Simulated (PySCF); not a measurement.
## The first ionisation energy along the third row

All values are computed (PySCF 2.14, energy differences of UHF-based or UKS calculations, no spin-orbit coupling). Values in eV. The last column holds reference values (NIST; (s) semi-empirical, (t) theoretical, else measured). Unmarked ones compare directly (S terms, centres of terms, or small fine structure); those marked * lie between the lowest fine-structure levels and include a spin-orbit shift.

```json
{"element": "Mg (jorge-DZP-DKH, spin-free X2C)", "configurations": "[Ne] 3s2 → [Ne] 3s1", "UHF": "6.610", "MP2 (valence)": "7.179", "SCS-MP2 (valence)": "7.293", "CCSD (valence)": "7.501", "CCSD(T) (valence)": "7.501", "reference": "7.646"}
{"element": "Al (jorge-DZP-DKH, spin-free X2C)", "configurations": "[Ne] 3s2 3p1 → [Ne] 3s2", "UHF": "5.571", "MP2 (valence)": "5.728", "SCS-MP2 (valence)": "5.710", "CCSD (valence)": "5.814", "CCSD(T) (valence)": "5.834", "reference": "5.977"}
{"element": "Si (jorge-DZP-DKH, spin-free X2C)", "configurations": "[Ne] 3s2 3p2 → [Ne] 3s2 3p1", "UHF": "7.621", "MP2 (valence)": "7.905", "SCS-MP2 (valence)": "7.832", "CCSD (valence)": "7.925", "CCSD(T) (valence)": "7.936", "reference": "8.157"}
{"element": "S (jorge-DZP-DKH, spin-free X2C)", "configurations": "[Ne] 3s2 3p4 → [Ne] 3s2 3p3", "UHF": "9.161", "MP2 (valence)": "9.622", "SCS-MP2 (valence)": "9.660", "CCSD (valence)": "9.633", "CCSD(T) (valence)": "9.642", "reference": "10.336"}
{"element": "Cl (jorge-DZP-DKH, spin-free X2C)", "configurations": "[Ne] 3s2 3p5 → [Ne] 3s2 3p4", "UHF": "11.774", "MP2 (valence)": "12.416", "SCS-MP2 (valence)": "12.398", "CCSD (valence)": "12.350", "CCSD(T) (valence)": "12.356", "reference": "12.974"}
{"element": "Ar (jorge-DZP-DKH, spin-free X2C)", "configurations": "[Ar] → [Ne] 3s2 3p5", "UHF": "14.644", "MP2 (valence)": "15.433", "SCS-MP2 (valence)": "15.343", "CCSD (valence)": "15.283", "CCSD(T) (valence)": "15.289", "reference": "15.819"}
```

**Question.** Which of these methods has the smallest mean absolute error against the measured values here?

**Answer.** CCSD(T) (valence), with 0.392 eV.

```tsv
method	elements	mean error (eV)	mean absolute error (eV)	largest error (eV)
UHF	6	-0.921	0.921	-1.200
MP2 (valence)	6	-0.437	0.437	-0.714
SCS-MP2 (valence)	6	-0.445	0.445	-0.676
CCSD (valence)	6	-0.400	0.400	-0.703
CCSD(T) (valence)	6	-0.392	0.392	-0.694
```

Errors include the incompleteness of the basis and the frozen core.

"Valence" correlates the outer s and p shells and, in groups 3 to 12 and the f block, the outer d or f shell, open or full, or the next shell where the ion has no valence electron left; the wider scheme adds the next inner shell.
